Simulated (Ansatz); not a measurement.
# CHClO: geometry and frequencies at several levels

Aim: geometry and frequencies at several levels, for CHClO, with the cost of each level.

Computed with Ansatz 0.2.0 (the levels named in each step, unless a step's input says otherwise).

## 1. The system as given

Bond lengths: C2–O3 1.125 Å, Cl1–H4 1.289 Å.

As a file:

```xyz
4

Cl   -0.2273    0.5373    1.6547
C     0.1090   -0.3787   -1.5786
O     0.4359   -0.9243   -2.5062
H    -0.2254    0.2872    0.3898
```

## 2. A rough first relaxation, PBE-D4/def2-SVP

Input file input.yaml:

```yaml
crystal:
  periodic: [false, false, false]
  atoms:
    - { symbol: Cl, position_ang: [-0.22725, 0.53725, 1.65471] }
    - { symbol: C, position_ang: [0.109, -0.37866, -1.57862] }
    - { symbol: O, position_ang: [0.43594, -0.92433, -2.50616] }
    - { symbol: H, position_ang: [-0.2254, 0.28721, 0.38979] }
basis:
  gaussian: { orbitals: def2-SVP }
hamiltonian:
  xc: pbe
  dispersion: d4
relax:
  f_tol: 0.03
  max_steps: 200
```

Command:

```
ansatz run input.yaml --threads 2 --pin off --max-ram 5120MiB --backend cpu --events-out ev --progress --plain --runs-dir out
```

The runs that follow: Relaxation, PBE0-D4/def2-TZVPP; Frequencies, PBE0-D4/def2-TZVPP; Relaxation, PBE-D4/def2-TZVPP; Frequencies, PBE-D4/def2-TZVPP; Relaxation, r2SCAN-D4/def2-TZVPP; Frequencies, r2SCAN-D4/def2-TZVPP; Relaxation, B3LYP-D4/def2-TZVPP; Frequencies, B3LYP-D4/def2-TZVPP; Relaxation, B2PLYP/def2-TZVPP; Frequencies, B2PLYP/def2-TZVPP.

**Question.** What will these runs give? Wanted: C2–O3 at B2PLYP/def2-TZVPP; frequencies at B2PLYP/def2-TZVPP.

**Answer**, as computed:

```
                        quantity            value
      C2–O3 at B2PLYP/def2-TZVPP          1.128 Å
frequencies at B2PLYP/def2-TZVPP  63 to 2936 cm⁻¹
```

In words: The C–O distance spreads over 0.013 Å, from PBE0-D4/def2-TZVPP (shortest) to PBE-D4/def2-TZVPP. No mode is imaginary, so the geometry is a minimum.
